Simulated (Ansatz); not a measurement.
**C₃H₄, singlet: CASSCF and its corrections**

Calculated in Ansatz's Gaussian-basis code; NEVPT3, NEVPT4(SD), MRCISD by development code. Basis cc-pVDZ, nonrelativistic, 3 orbitals frozen in the corrections. State-specific CASSCF; RHF is the lowest restricted (open-shell) Hartree–Fock solution met. Letters tell apart solutions met in one space. On stretched bonds single-reference methods can fail or change state. Solutions may break the symmetry of the shape. No proof that the lowest CASSCF solution was found.

Geometry:

```
atom    x (Å)    y (Å)    z (Å)
   C   0.0000   0.2543  -1.0808
   C   0.0000   0.3705   1.0696
   C   0.0000  -0.5746   0.1753
   H   0.9124   0.3355  -1.6733
   H  -0.9124   0.3355  -1.6733
   H   0.0000   0.6776   2.1033
   H   0.0000  -1.6497   0.2584
```

CASSCF less RHF, in eV, and natural occupations:

```csv
CAS,CASSCF,occupations
"(4,4) a",-2.626,"1.91, 1.69, 0.31, 0.09"
"(4,4) b",-2.236,"1.98, 1.69, 0.31, 0.02"
```

Q: What totals less RHF do the corrections give on each solution?

A: 

```json
{"CAS": "(4,4) a", "SC-NEVPT2": "-11.800", "FIC-NEVPT2": "-11.810", "NEVPT3": "-12.676", "NEVPT4(SD)": "-13.015", "MRCISD": "-11.840"}
{"CAS": "(4,4) b", "SC-NEVPT2": "-11.608", "FIC-NEVPT2": "-11.664", "NEVPT3": "-12.511", "NEVPT4(SD)": "-12.935", "MRCISD": "-11.652"}
```

Q: In CAS(4,4), is the solution lowest in CASSCF also lowest after SC-NEVPT2?

A: Yes: (4,4) a stays lowest, 0.19 eV under the next.

Q: How do single-reference totals in the same basis and frozen core stand against SC-NEVPT2 in CAS(4,4) a?

A: CCSD(T) -1.300 eV, CCSDT -1.320 eV. Coupled cluster stands on the determinant that it favours, which can lie over the RHF solution above, and is in doubt where the occupations are far from 0, 1 and 2.
